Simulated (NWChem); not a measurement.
System: tert-butyl cation (C$_{4}$H$_{9}$ cation); SMILES C[C+](C)C

All runs: NWChem. Geometry: optimised at B3LYP/6-31G* (spherical d). Level: PBE/def2-SVP with COSMO at NWChem's default radii, gas-phase geometry; the question gives the dielectric constant. Reactions with the solvent are ignored.

Question: Estimate the computed values for dielectric constant 2.0. Quantities: electrostatic solvation energy (kcal/mol).

Answer: 
| Property | Value |
|---|---|
| electrostatic solvation energy (kcal/mol) | -30.0 |
